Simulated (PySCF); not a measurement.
Below is a simulated gas-phase P 2p photoelectron spectrum of cyclo-(PH)3 (P3H3).

Every computed line was given a Gaussian of 0.5 eV full width at half maximum and an area set by the number of equivalent atoms (split 2:1 within a doublet); the highest printed point is 100. The calculation used PySCF, delta-SCF UKS SCAN, pcX-2 on the ionised atom, pcseg-1 elsewhere, spin-free X2C.

(binding energy (eV), intensity): (135.9, 0), (136.0, 2), (136.1, 6), (136.2, 17), (136.3, 37), (136.4, 64), (136.5, 90), (136.6, 100), (136.7, 90), (136.8, 64), (136.9, 38), (137.0, 20), (137.1, 15), (137.2, 21), (137.3, 34), (137.4, 46), (137.5, 50), (137.6, 44), (137.7, 31), (137.8, 17), (137.9, 8), (138.0, 3), (138.1, 1), (138.2, 0)

Problem. How many maxima does the curve show, and how many computed lines lie under it?

Solution. The curve has 2 maxima (at 136.6 and 137.5 eV). Under it lie 2 lines from 1 inequivalent phosphorus site, drawn as a 2p3/2, 2p1/2 pair.

Problem. Decompose the envelope and assign each component. Bonds: P1–P2, P1–P3, P2–P3. Hydrogens: H4 on P1; H5 on P2; H6 on P3.

Solution. 
| position (eV) | relative area | line | atoms | environment |
| --- | --- | --- | --- | --- |
| 136.60 | 2.00 | P 2p3/2 | P1/P2/P3 | phosphorus bonded to 2 P and H |
| 137.49 | 1.00 | P 2p1/2 | P1/P2/P3 | phosphorus bonded to 2 P and H |

The curve has no shake-up lines and no vibrational structure. One atom of each set of topologically equivalent atoms was ionised and stands for the set; in this conformer not all members are related by symmetry, and their own values weren't computed. Spin–orbit and ligand-field terms were added within each 2p shell after the spin-free SCF. 2p1/2 minus 2p3/2 (ligand field included): P 0.89 eV. Geometry: PBE0-D3(BJ)/def2-SVP, one conformer, isolated molecule.
